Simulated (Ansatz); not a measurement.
Input file:

```yaml
crystal:
  periodic: [false, false, false]
  atoms:
    - {symbol: H, position_ang: [0.000000, 0.000000, -1.157000]}
    - {symbol: H, position_ang: [0.000000, 0.000000, -0.277000]}
    - {symbol: Br, position_ang: [0.000000, 0.000000, 1.434000]}
basis:
  gaussian: {orbitals: 6-31G}
magnetization: {spin_polarized: true, initial_magnetization: 1}
correlation: {method: ccsdt_q_b, electrons: outside_noble_gas}
output: {forces: true}
```

```sh
$ ansatz run in.yaml --threads 1 --pin off --events-out ev --progress --plain --max-ram 2393MiB
```

The program prints:

```
493 factors; integrals over basis functions are off by at most 1.6e-7 eV
mean field evaluation 1: about -70017.7366 eV, gradient 7.4e0 eV
mean field evaluation 2: about -70017.7386 eV, gradient 7.4e0 eV
mean field evaluation 4: about -70018.3945 eV, gradient 1.4e0 eV
mean field evaluation 8: about -70018.4262 eV, gradient 3.9e-4 eV
mean field evaluation 16: about -70018.4241 eV, gradient 1.6e-1 eV
mean field evaluation 32: about -70018.3073 eV, gradient 2.0e0 eV
mean field evaluation 64: about -70017.3260 eV, gradient 9.8e-4 eV
mean field evaluation 96: about -70018.4261 eV, gradient 3.0e-2 eV
mean field -70018.42617273 eV, -2573.1297016539 hartree, gradient 1.6e-6 eV, S^2 0.783680; 7 other end points of the search recorded, 0 dependent functions left out
determinant -70018.42617273 eV, -2573.1297016539 hartree, with singles and doubles -70020.06874647 eV, -2573.1900651254 hartree
determinant -70017.32599459 eV, -2573.0892708529 hartree, with singles and doubles -70018.87473440 eV, -2573.1461859914 hartree
14 core orbitals not correlated: weight in the atoms' cores, before any rotation towards them, 1.000 or more for the frozen orbitals, at most 0.000 for the correlated occupied ones
reference -70018.42617273 eV, -2573.1297016539 hartree; 5, 4 occupied and 14, 15 virtual orbitals, 493 factors
second order -1.27045715 eV of doubles, -0.00000000 eV of singles
cycle   1  -1.51336592 eV  change   -2.4e-1 eV  update   4.3e-2
cycle   2  -1.66245890 eV  change   -1.5e-1 eV  update   2.1e-2
cycle   3  -1.68013427 eV  change   -1.8e-2 eV  update   7.5e-3
cycle   4  -1.68183125 eV  change   -1.7e-3 eV  update   2.1e-3
cycle   5  -1.68201502 eV  change   -1.8e-4 eV  update   6.7e-4
cycle   6  -1.68196973 eV  change    4.5e-5 eV  update   3.2e-4
cycle   7  -1.68200096 eV  change   -3.1e-5 eV  update   1.3e-4
cycle   8  -1.68200474 eV  change   -3.8e-6 eV  update   3.8e-5
cycle   9  -1.68199328 eV  change    1.1e-5 eV  update   1.3e-5
cycle  10  -1.68199196 eV  change    1.3e-6 eV  update   4.3e-6
cycle  11  -1.68199193 eV  change    3.0e-8 eV  update   1.2e-6
cycle  12  -1.68199186 eV  change    6.9e-8 eV  update   2.5e-7
perturbative correction -0.00000278 eV, -0.0000001023 hartree
the calculation of the forces begins
Total energy: -70020.10816737 eV, -2573.1915138169 hartree
Atom 0 at     0.000000     0.000000    -1.157000 Å, force    -0.000000    -0.000000     1.219838 eV/Å
Atom 1 at     0.000000     0.000000    -0.277000 Å, force     0.000000    -0.000000    -2.765280 eV/Å
Atom 2 at     0.000000     0.000000     1.434000 Å, force    -0.000000     0.000000     1.545442 eV/Å
Dipole moment:     0.000000     0.000000    -0.224367 e Å
```

Forces (eV/Å):
```
H    0.000  0.000  1.220
H    0.000  0.000 -2.765
Br   0.000  0.000  1.545
```

Ran on 1 thread of Arm Neoverse V1, shared host: 15 s wall, 0.21 GiB peak host memory.
